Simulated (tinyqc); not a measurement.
Worked calculation (part 2 of 3): RHF in the sto-3g basis, for NH3, spin multiplicity 1. Computed by tinyqc, a small Python program that keeps every step (integrals from PySCF). Command: `OMP_NUM_THREADS=1 python tinyqc.py 22880 22881 out.jsonl` (the two numbers bound the seeds that draw the settings). One thread of a shared host (Intel(R) Xeon(R) Processor @ 2.60GHz), about 0.1 s of CPU time with the checks.

Geometry (angstrom):
```
atom          x          y         z
N      0.000000   0.000000  0.225000
H      0.977000   0.000000  0.000000
H     -0.488000   0.846000  0.000000
H     -0.488000  -0.846000  0.000000
```

## Iteration 1: building the Fock matrix

D at the start:
```
            1N 1s      1N 2s     1N 2px     1N 2py     1N 2pz      2H 1s      3H 1s      4H 1s
1N 1s    2.143378  -0.681134   0.000002   0.000000   0.038953   0.095719   0.095768   0.095768
1N 2s   -0.681134   3.208819  -0.000103   0.000000  -0.252048  -0.436877  -0.437123  -0.437123
1N 2px   0.000002  -0.000103   2.575345   0.000000   0.000044  -0.556892   0.278416   0.278416
1N 2py   0.000000   0.000000   0.000000   2.576254   0.000000   0.000000  -0.482757   0.482757
1N 2pz   0.038953  -0.252048   0.000044   0.000000   2.055540   0.118015   0.118124   0.118124
2H 1s    0.095719  -0.436877  -0.556892   0.000000   0.118015   0.183357   0.002762   0.002762
3H 1s    0.095768  -0.437123   0.278416  -0.482757   0.118124   0.002762   0.183561   0.002635
4H 1s    0.095768  -0.437123   0.278416   0.482757   0.118124   0.002762   0.002635   0.183561
```

core Hamiltonian H = T + V (hartree):
```
             1N 1s      1N 2s     1N 2px     1N 2py     1N 2pz      2H 1s      3H 1s      4H 1s
1N 1s   -25.779018  -5.933617   0.000000   0.000000   0.010874  -1.519139  -1.520334  -1.520334
1N 2s    -5.933617  -7.805083  -0.000034   0.000000   0.124201  -3.375671  -3.377332  -3.377332
1N 2px    0.000000  -0.000034  -6.513563   0.000000  -0.000009  -2.465763   1.232393   1.232393
1N 2py    0.000000   0.000000   0.000000  -6.513812   0.000000   0.000000  -2.136557   2.136557
1N 2pz    0.010874   0.124201  -0.000009   0.000000  -6.344302   0.602937   0.603324   0.603324
2H 1s    -1.519139  -3.375671  -2.465763   0.000000   0.602937  -4.673438  -1.175139  -1.175139
3H 1s    -1.520334  -3.377332   1.232393  -2.136557   0.603324  -1.175139  -4.674434  -1.174890
4H 1s    -1.520334  -3.377332   1.232393   2.136557   0.603324  -1.175139  -1.174890  -4.674434
```

nuclear repulsion = 12.02501282 hartree

Given earlier and not repeated: Two-electron integrals (ij|kl) in chemists' order.

J_ij = sum D_kl (ij|kl), K_ij = sum D_kl (ik|jl); F = H + J - 0.5 K; E = tr D H + tr D J / 2 - 0.25 tr D K + E_nn.

Coulomb J (hartree):
```
            1N 1s     1N 2s     1N 2px     1N 2py     1N 2pz      2H 1s      3H 1s      4H 1s
1N 1s   16.528900  3.137427   0.000002   0.000000  -0.001961   0.802028   0.802664   0.802664
1N 2s    3.137427  7.779026   0.000011   0.000000   0.008038   3.267510   3.269163   3.269163
1N 2px   0.000002  0.000011   7.767393   0.000000  -0.000002   2.565971  -1.282559  -1.282559
1N 2py   0.000000  0.000000   0.000000   7.767367   0.000000   0.000000   2.223454  -2.223454
1N 2pz  -0.001961  0.008038  -0.000002   0.000000   7.782048  -0.588057  -0.588466  -0.588466
2H 1s    0.802028  3.267510   2.565971   0.000000  -0.588057   4.844605   1.105109   1.105109
3H 1s    0.802664  3.269163  -1.282559   2.223454  -0.588466   1.105109   4.845741   1.104869
4H 1s    0.802664  3.269163  -1.282559  -2.223454  -0.588466   1.105109   1.104869   4.845741
```

exchange K (hartree):
```
            1N 1s     1N 2s     1N 2px     1N 2py     1N 2pz      2H 1s      3H 1s      4H 1s
1N 1s    8.600847  1.500654   0.000001   0.000000  -0.000596   0.401333   0.401643   0.401643
1N 2s    1.500654  2.503744   0.000012   0.000000   0.005123   0.923076   0.923592   0.923592
1N 2px   0.000001  0.000012   2.058057   0.000000  -0.000004   0.536071  -0.267954  -0.267954
1N 2py   0.000000  0.000000   0.000000   2.058010   0.000000   0.000000   0.464527  -0.464527
1N 2pz  -0.000596  0.005123  -0.000004   0.000000   2.082385  -0.121604  -0.121695  -0.121695
2H 1s    0.401333  0.923076   0.536071   0.000000  -0.121604   0.531062   0.283148   0.283148
3H 1s    0.401643  0.923592  -0.267954   0.464527  -0.121695   0.283148   0.531574   0.283178
4H 1s    0.401643  0.923592  -0.267954  -0.464527  -0.121695   0.283148   0.283178   0.531574
```

Fock matrix F (hartree):
```
             1N 1s      1N 2s     1N 2px     1N 2py     1N 2pz      2H 1s      3H 1s      4H 1s
1N 1s   -13.550542  -3.546517   0.000001   0.000000   0.009210  -0.917777  -0.918491  -0.918491
1N 2s    -3.546517  -1.277930  -0.000029   0.000000   0.129678  -0.569699  -0.569965  -0.569965
1N 2px    0.000001  -0.000029   0.224802   0.000000  -0.000009  -0.167828   0.083810   0.083810
1N 2py    0.000000   0.000000   0.000000   0.224550   0.000000   0.000000  -0.145366   0.145366
1N 2pz    0.009210   0.129678  -0.000009   0.000000   0.396553   0.075683   0.075706   0.075706
2H 1s    -0.917777  -0.569699  -0.167828   0.000000   0.075683  -0.094364  -0.211603  -0.211603
3H 1s    -0.918491  -0.569965   0.083810  -0.145366   0.075706  -0.211603  -0.094480  -0.211610
4H 1s    -0.918491  -0.569965   0.083810   0.145366   0.075706  -0.211603  -0.211610  -0.094480
```

total energy of this density = -52.82139480 hartree

## Iteration 1: diagonalisation and new density

X:
```
            1N 1s      1N 2s     1N 2px     1N 2py     1N 2pz      2H 1s      3H 1s      4H 1s
1N 1s    1.025285  -0.156867  -0.000001   0.000000   0.006807   0.023237   0.023242   0.023242
1N 2s   -0.156867   1.427320  -0.000050   0.000000  -0.078998  -0.332072  -0.332347  -0.332347
1N 2px  -0.000001  -0.000050   1.169388   0.000000   0.000014  -0.329389   0.164682   0.164682
1N 2py   0.000000   0.000000   0.000000   1.169644   0.000000   0.000000  -0.285498   0.285498
1N 2pz   0.006807  -0.078998   0.000014   0.000000   1.015383   0.064848   0.064916   0.064916
2H 1s    0.023237  -0.332072  -0.329389   0.000000   0.064848   1.263534  -0.053622  -0.053622
3H 1s    0.023242  -0.332347   0.164682  -0.285498   0.064916  -0.053622   1.263815  -0.053640
4H 1s    0.023242  -0.332347   0.164682   0.285498   0.064916  -0.053622  -0.053640   1.263815
```

Diagonalise F' = X^T F X, C = X C', fill 5 alpha and 5 beta electrons from the bottom; D = 2 C_occ C_occ^T. Each column has its largest component positive (the first on a tie).

F' = X^T F X (hartree):
```
            1          2          3          4         5          6          7          8
1  -13.254827  -1.996165  -0.000017   0.000000  0.012179  -0.155737  -0.155984  -0.155984
2   -1.996165  -0.200450  -0.000074   0.000000  0.022378  -0.388019  -0.388336  -0.388336
3   -0.000017  -0.000074   0.520331   0.000000  0.000007  -0.423187   0.211535   0.211535
4    0.000000   0.000000   0.000000   0.520463  0.000000   0.000000  -0.366740   0.366740
5    0.012179   0.022378   0.000007   0.000000  0.421864   0.089271   0.089347   0.089347
6   -0.155737  -0.388019  -0.423187   0.000000  0.089271   0.377054  -0.081145  -0.081145
7   -0.155984  -0.388336   0.211535  -0.366740  0.089347  -0.081145   0.377409  -0.081205
8   -0.155984  -0.388336   0.211535   0.366740  0.089347  -0.081145  -0.081205   0.377409
```

orbital energies (hartree): MO1 -13.563037, MO2 -0.482418, MO3 -0.030032, MO4 -0.029862, MO5 0.411024, MO6 0.815980, MO7 1.008491, MO8 1.009109

coefficients C:
```
              MO1        MO2        MO3        MO4        MO5        MO6        MO7        MO8
1N 1s    0.991159  -0.216119   0.000000   0.000062  -0.075832  -0.206469   0.000202   0.000000
1N 2s    0.042389   0.667788   0.000000  -0.000204   0.366843   1.347946  -0.001514   0.000000
1N 2px   0.000000   0.000059   0.000000   0.508153   0.000039   0.001145   1.127823   0.000000
1N 2py   0.000000   0.000000   0.508202   0.000000   0.000000   0.000000   0.000000   1.128191
1N 2pz  -0.003462  -0.115075   0.000000   0.000046   0.940224  -0.390700   0.000399   0.000000
2H 1s   -0.008822   0.198864   0.000000   0.557159  -0.095126  -0.716319  -0.976509   0.000000
3H 1s   -0.008827   0.198856   0.482270  -0.278425  -0.095128  -0.715443   0.489301  -0.846622
4H 1s   -0.008827   0.198856  -0.482270  -0.278425  -0.095128  -0.715443   0.489301   0.846622
```

D after iteration 1:
```
            1N 1s      1N 2s     1N 2px     1N 2py     1N 2pz      2H 1s      3H 1s      4H 1s
1N 1s    2.069708  -0.260252   0.000031   0.000000  -0.099721  -0.088948  -0.089057  -0.089057
1N 2s   -0.260252   1.164624  -0.000100   0.000000   0.535845   0.194830   0.195159   0.195159
1N 2px   0.000031  -0.000100   0.516438   0.000000   0.000107   0.566259  -0.282948  -0.282948
1N 2py   0.000000   0.000000   0.000000   0.516538   0.000000   0.000000   0.490181  -0.490181
1N 2pz  -0.099721   0.535845   0.000107   0.000000   1.794552  -0.224535  -0.224614  -0.224614
2H 1s   -0.088948   0.194830   0.566259   0.000000  -0.224535   0.718199  -0.212909  -0.212909
3H 1s   -0.089057   0.195159  -0.282948   0.490181  -0.224614  -0.212909   0.717551  -0.212786
4H 1s   -0.089057   0.195159  -0.282948  -0.490181  -0.224614  -0.212909  -0.212786   0.717551
```

## Iteration 2: building the Fock matrix

As before.

Coulomb J (hartree):
```
            1N 1s      1N 2s     1N 2px     1N 2py     1N 2pz      2H 1s      3H 1s      4H 1s
1N 1s   14.502804   2.699737   0.000004   0.000000   0.007133   0.690597   0.691145   0.691145
1N 2s    2.699737   6.856940   0.000094   0.000000  -0.011839   2.984965   2.986357   2.986357
1N 2px   0.000004   0.000094   6.854575   0.000000   0.000001   2.405529  -1.202253  -1.202253
1N 2py   0.000000   0.000000   0.000000   6.854669   0.000000   0.000000   2.084318  -2.084318
1N 2pz   0.007133  -0.011839   0.000001   0.000000   6.840662  -0.560852  -0.561212  -0.561212
2H 1s    0.690597   2.984965   2.405529   0.000000  -0.560852   4.776870   1.031051   1.031051
3H 1s    0.691145   2.986357  -1.202253   2.084318  -0.561212   1.031051   4.777446   1.030758
4H 1s    0.691145   2.986357  -1.202253  -2.084318  -0.561212   1.031051   1.030758   4.777446
```

exchange K (hartree):
```
            1N 1s      1N 2s     1N 2px     1N 2py     1N 2pz      2H 1s      3H 1s      4H 1s
1N 1s    8.445853   1.407028   0.000005   0.000000  -0.004542   0.370210   0.370495   0.370495
1N 2s    1.407028   2.098101  -0.000051   0.000000   0.095383   1.057409   1.057862   1.057862
1N 2px   0.000005  -0.000051   1.460217   0.000000   0.000079   0.831792  -0.415674  -0.415674
1N 2py   0.000000   0.000000   0.000000   1.460660   0.000000   0.000000   0.720573  -0.720573
1N 2pz  -0.004542   0.095383   0.000079   0.000000   1.835085  -0.199190  -0.199308  -0.199308
2H 1s    0.370210   1.057409   0.831792   0.000000  -0.199190   1.362295   0.351081   0.351081
3H 1s    0.370495   1.057862  -0.415674   0.720573  -0.199308   0.351081   1.362391   0.350988
4H 1s    0.370495   1.057862  -0.415674  -0.720573  -0.199308   0.351081   0.350988   1.362391
```

Fock matrix F (hartree):
```
             1N 1s      1N 2s     1N 2px     1N 2py     1N 2pz      2H 1s      3H 1s      4H 1s
1N 1s   -15.499141  -3.937395   0.000001   0.000000   0.020278  -1.013647  -1.014436  -1.014436
1N 2s    -3.937395  -1.997194   0.000085   0.000000   0.064670  -0.919410  -0.919906  -0.919906
1N 2px    0.000001   0.000085  -0.389096   0.000000  -0.000047  -0.476130   0.237977   0.237977
1N 2py    0.000000   0.000000   0.000000  -0.389473   0.000000   0.000000  -0.412526   0.412526
1N 2pz    0.020278   0.064670  -0.000047   0.000000  -0.421183   0.141680   0.141766   0.141766
2H 1s    -1.013647  -0.919410  -0.476130   0.000000   0.141680  -0.577716  -0.319628  -0.319628
3H 1s    -1.014436  -0.919906   0.237977  -0.412526   0.141766  -0.319628  -0.578183  -0.319626
4H 1s    -1.014436  -0.919906   0.237977   0.412526   0.141766  -0.319628  -0.319626  -0.578183
```

total energy of this density = -55.40501592 hartree

## Iteration 2: diagonalisation and new density

As before.

F' = X^T F X (hartree):
```
            1          2          3          4          5          6          7          8
1  -15.202057  -2.080310  -0.000033   0.000000   0.033021  -0.164183  -0.164443  -0.164443
2   -2.080310  -0.784644   0.000039   0.000000  -0.077662  -0.492031  -0.492371  -0.492371
3   -0.000033   0.000039  -0.023992   0.000000  -0.000029  -0.548937   0.274391   0.274391
4    0.000000   0.000000   0.000000  -0.023955   0.000000   0.000000  -0.475623   0.475623
5    0.033021  -0.077662  -0.000029   0.000000  -0.387023   0.119604   0.119697   0.119697
6   -0.164183  -0.492031  -0.548937   0.000000   0.119604   0.030534  -0.077734  -0.077734
7   -0.164443  -0.492371   0.274391  -0.475623   0.119697  -0.077734   0.030584  -0.077803
8   -0.164443  -0.492371   0.274391   0.475623   0.119697  -0.077734  -0.077803   0.030584
```

orbital energies (hartree): MO1 -15.506770, MO2 -1.134010, MO3 -0.633664, MO4 -0.633354, MO5 -0.428501, MO6 0.570612, MO7 0.717624, MO8 0.718096

coefficients C:
```
              MO1        MO2        MO3        MO4        MO5        MO6        MO7        MO8
1N 1s    0.993505  -0.223976   0.000000  -0.000023  -0.054866  -0.193019   0.000077   0.000000
1N 2s    0.031584   0.754753   0.000000   0.000122   0.283577   1.322197  -0.000730   0.000000
1N 2px  -0.000001  -0.000096   0.000000   0.595481  -0.000070   0.000451   1.084255   0.000000
1N 2py   0.000000   0.000000   0.595442   0.000000   0.000000   0.000000   0.000000   1.084681
1N 2pz  -0.003310  -0.081221   0.000000   0.000113   0.957874  -0.354670   0.000192   0.000000
2H 1s   -0.006601   0.156688   0.000000   0.478371  -0.081536  -0.727877  -1.017790   0.000000
3H 1s   -0.006605   0.156867   0.414122  -0.239058  -0.081482  -0.727743   0.509330  -0.881961
4H 1s   -0.006605   0.156867  -0.414122  -0.239058  -0.081482  -0.727743   0.509330   0.881961
```

D after iteration 2:
```
            1N 1s      1N 2s     1N 2px     1N 2py     1N 2pz      2H 1s      3H 1s      4H 1s
1N 1s    2.080455  -0.306452   0.000022   0.000000  -0.075303  -0.074380  -0.074440  -0.074440
1N 2s   -0.306452   1.302131  -0.000039   0.000000   0.420449   0.189977   0.190103   0.190103
1N 2px   0.000022  -0.000039   0.709194   0.000000   0.000015   0.569703  -0.284728  -0.284728
1N 2py   0.000000   0.000000   0.000000   0.709103   0.000000   0.000000   0.493172  -0.493172
1N 2pz  -0.075303   0.420449   0.000015   0.000000   1.848263  -0.181504  -0.181591  -0.181591
2H 1s   -0.074380   0.189977   0.569703   0.000000  -0.181504   0.520163  -0.166184  -0.166184
3H 1s   -0.074440   0.190103  -0.284728   0.493172  -0.181591  -0.166184   0.519872  -0.166117
4H 1s   -0.074440   0.190103  -0.284728  -0.493172  -0.181591  -0.166184  -0.166117   0.519872
```

## Iteration 9 (converged): orbitals

converged F (hartree):
```
             1N 1s      1N 2s     1N 2px     1N 2py     1N 2pz      2H 1s      3H 1s      4H 1s
1N 1s   -15.269529  -3.889946   0.000001   0.000000   0.016510  -1.002551  -1.003331  -1.003331
1N 2s    -3.889946  -1.913937   0.000042   0.000000   0.075085  -0.886806  -0.887246  -0.887246
1N 2px    0.000001   0.000042  -0.327431   0.000000  -0.000019  -0.454693   0.227237   0.227237
1N 2py    0.000000   0.000000   0.000000  -0.327733   0.000000   0.000000  -0.393911   0.393911
1N 2pz    0.016510   0.075085  -0.000019   0.000000  -0.324465   0.133770   0.133842   0.133842
2H 1s    -1.002551  -0.886806  -0.454693   0.000000   0.133770  -0.529456  -0.309516  -0.309516
3H 1s    -1.003331  -0.887246   0.227237  -0.393911   0.133842  -0.309516  -0.529845  -0.309504
4H 1s    -1.003331  -0.887246   0.227237   0.393911   0.133842  -0.309516  -0.309504  -0.529845
```

As before.

F' = X^T F X (hartree):
```
            1          2          3          4          5          6          7          8
1  -14.972993  -2.069394  -0.000028   0.000000   0.027627  -0.162798  -0.163059  -0.163059
2   -2.069394  -0.700417  -0.000006   0.000000  -0.063315  -0.490211  -0.490536  -0.490536
3   -0.000028  -0.000006   0.041759   0.000000   0.000002  -0.552717   0.276284   0.276284
4    0.000000   0.000000   0.000000   0.041875   0.000000   0.000000  -0.478896   0.478896
5    0.027627  -0.063315   0.000002   0.000000  -0.291790   0.115134   0.115229   0.115229
6   -0.162798  -0.490211  -0.552717   0.000000   0.115134   0.076148  -0.080450  -0.080450
7   -0.163059  -0.490536   0.276284  -0.478896   0.115229  -0.080450   0.076265  -0.080513
8   -0.163059  -0.490536   0.276284   0.478896   0.115229  -0.080450  -0.080513   0.076265
```

orbital energies (hartree): MO1 -15.277524, MO2 -1.065664, MO3 -0.580367, MO4 -0.580121, MO5 -0.326900, MO6 0.620172, MO7 0.778495, MO8 0.779020

coefficients C:
```
              MO1        MO2        MO3        MO4        MO5        MO6        MO7        MO8
1N 1s    0.993309  -0.221867   0.000000   0.000000  -0.056334  -0.196017   0.000120   0.000000
1N 2s    0.032423   0.737376   0.000000   0.000043   0.282497   1.332176  -0.001024   0.000000
1N 2px  -0.000001  -0.000039   0.000000   0.588197  -0.000039   0.000686   1.088223   0.000000
1N 2py   0.000000   0.000000   0.588143   0.000000   0.000000   0.000000   0.000000   1.088656
1N 2pz  -0.003121  -0.088403   0.000000   0.000042   0.959445  -0.348658   0.000280   0.000000
2H 1s   -0.006693   0.165364   0.000000   0.485172  -0.074405  -0.726950  -1.014401   0.000000
3H 1s   -0.006697   0.165482   0.420037  -0.242481  -0.074421  -0.726474   0.507874  -0.879160
4H 1s   -0.006697   0.165482  -0.420037  -0.242481  -0.074421  -0.726474   0.507874   0.879160
```

D after iteration 9:
```
            1N 1s      1N 2s     1N 2px     1N 2py     1N 2pz      2H 1s      3H 1s      4H 1s
1N 1s    2.078122  -0.294614   0.000021   0.000000  -0.075072  -0.078291  -0.078350  -0.078350
1N 2s   -0.294614   1.249158  -0.000028   0.000000   0.411507   0.201440   0.201543   0.201543
1N 2px   0.000021  -0.000028   0.691952   0.000000  -0.000017   0.570746  -0.285260  -0.285260
1N 2py   0.000000   0.000000   0.000000   0.691824   0.000000   0.000000   0.494084  -0.494084
1N 2pz  -0.075072   0.411507  -0.000017   0.000000   1.856721  -0.171929  -0.172042  -0.172042
2H 1s   -0.078291   0.201440   0.570746   0.000000  -0.171929   0.536635  -0.169396  -0.169396
3H 1s   -0.078350   0.201543  -0.285260   0.494084  -0.172042  -0.169396   0.536392  -0.169333
4H 1s   -0.078350   0.201543  -0.285260  -0.494084  -0.172042  -0.169396  -0.169333   0.536392
```

## Convergence

Stop when the energy changes by less than 1e-10 hartree and every element of the error matrix X^T (F D S - S D F) X is below 3e-06.

Course of the cycle:
```
iteration   E (hartree)     change  largest element of the error matrix
1          -52.82139480          -                             8.44e-01
2          -55.40501592  -2.58e+00                             1.73e-01
3          -55.44521361  -4.02e-02                             1.86e-02
4          -55.44588050  -6.67e-04                             3.11e-03
5          -55.44590460  -2.41e-05                             1.33e-03
6          -55.44590841  -3.81e-06                             7.47e-05
7          -55.44590843  -1.67e-08                             1.54e-05
8          -55.44590843  -1.04e-09                             2.00e-07
9          -55.44590843  -4.26e-14                             2.13e-08
```

PySCF RHF in the same basis = -55.44590843 hartree

Converged in 9 iterations.
